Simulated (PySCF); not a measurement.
# Al: ionisation energy

Al [Ne] 3s2 3p1 (2P) → Al⁺ [Ne] 3s2 (1S), as a difference of total energies. All numbers are calculated (PySCF 2.14, scalar relativity by spin-free X2C-1e, in cc-pVDZ-DK (4s3p1d, 18 functions)). Correlated levels: valence: [Ne] frozen. The calculations carry no spin-orbit coupling.

| method | ionisation energy (eV) | error (eV) |
| --- | --- | --- |
| UHF | 5.574 | -0.403 |
| MN15 | 5.643 | -0.334 |
| B3LYP | 6.016 | +0.039 |
| MP2 (valence) | 5.725 | -0.252 |
| SCS-MP2 (valence) | 5.706 | -0.271 |
| CCSD (valence) | 5.808 | -0.169 |
| CCSD(T) (valence) | 5.826 | -0.151 |

Reference: 5.977 eV (measured; NIST levels, between the centres of gravity of the two terms).

Errors of the correlated levels include the incompleteness of this basis and the frozen core.
